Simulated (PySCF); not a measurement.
Compound: C2H7OP.
Bonds: C1–P2, P2–C3, P2–O4 (double). Hydrogens: H5, H6, H7 on C1; H8 on P2; H9, H10, H11 on C3.

Method: PySCF, PBE0-D3(BJ)/def2-SVP geometry optimisation, gas phase; density fitting, grid level 1; the optimiser is geomeTRIC in internal coordinates, started from a GFN2-xTB structure with every atom displaced at random (about 0.01 Å).

The end geometry, which sets the zero of energy:
```
atom  x, y, z in Å
C1     -1.3996    0.3260    0.2732
P2      0.3449    0.7003   -0.0601
C3      1.1613   -0.9147   -0.2021
O4      0.9807    1.6501    0.9022
H5     -1.8275   -0.3420   -0.4891
H6     -1.9620    1.2704    0.2939
H7     -1.4774   -0.1450    1.2644
H8      0.3034    1.1346   -1.4233
H9      2.2121   -0.7555   -0.4829
H10     1.1363   -1.4119    0.7791
H11     0.6728   -1.5540   -0.9527
```

Problem. These geometries come from the run, each turned onto the end geometry. Order them by energy, lowest first.
A.
```
atom  x, y, z in Å
C1     -1.4112    0.3263    0.2778
P2      0.3296    0.6850   -0.0991
C3      1.1735   -0.9157   -0.1976
O4      0.9652    1.6538    0.8469
H5     -1.9114   -0.2668   -0.5002
H6     -1.9070    1.2993    0.4025
H7     -1.4580   -0.2067    1.2400
H8      0.2795    1.0923   -1.4719
H9      2.2395   -0.7260   -0.3866
H10     1.0776   -1.4172    0.7778
H11     0.7677   -1.5660   -0.9870
```
B.
```
atom  x, y, z in Å
C1     -1.4123    0.3022    0.2782
P2      0.3252    0.6847   -0.0762
C3      1.1570   -0.9196   -0.2227
O4      0.9876    1.6038    0.8753
H5     -1.8622   -0.3324   -0.4847
H6     -1.9627    1.2840    0.2909
H7     -1.4756   -0.1291    1.2594
H8      0.3302    1.1569   -1.3912
H9      2.2091   -0.7308   -0.4733
H10     1.1584   -1.3929    0.7811
H11     0.6903   -1.5685   -0.9343
```
C.
```
atom  x, y, z in Å
C1     -1.4197    0.3341    0.2702
P2      0.3196    0.6661   -0.0989
C3      1.1840   -0.9246   -0.1981
O4      0.9358    1.6458    0.8521
H5     -1.9380   -0.2512   -0.5085
H6     -1.8628    1.3289    0.4098
H7     -1.4395   -0.2077    1.2350
H8      0.2340    1.0971   -1.4705
H9      2.2521   -0.7174   -0.3768
H10     1.0763   -1.4159    0.7752
H11     0.8032   -1.5970   -0.9869
```
D.
```
atom  x, y, z in Å
C1     -1.3958    0.3258    0.2798
P2      0.3428    0.7025   -0.0787
C3      1.1610   -0.9142   -0.1923
O4      0.9858    1.6764    0.8538
H5     -1.8529   -0.2907   -0.5086
H6     -1.9498    1.2717    0.3678
H7     -1.4594   -0.1993    1.2439
H8      0.2877    1.1024   -1.4512
H9      2.2242   -0.7496   -0.4185
H10     1.0913   -1.4232    0.7806
H11     0.7102   -1.5435   -0.9738
```

Solution. D (0.003 eV), A (0.010 eV), C (0.036 eV), B (0.084 eV).

In the order of the answer:

| step | E above end (eV) | largest force (eV/Å) | rms force component (eV/Å) | rms distance from end (Å) | rms bond change (Å) | bond most changed (Å) |
| --- | --- | --- | --- | --- | --- | --- |
| 4 | 0.003 | 0.06 | 0.016 | 0.050 | 0.000 | P2–H8 -0.001 |
| 2 | 0.010 | 0.16 | 0.048 | 0.079 | 0.001 | P2–C3 -0.003 |
| 1 | 0.036 | 0.49 | 0.159 | 0.100 | 0.005 | P2–H8 +0.009 |
| 0 | 0.084 | 1.80 | 0.554 | 0.032 | 0.020 | P2–H8 -0.034 |

What follows is the cost of the whole optimisation. Time: 27 s wall; peak memory 0.39 GiB. Hardware: an Arm Neoverse V1 with one thread, no GPU, shared host.
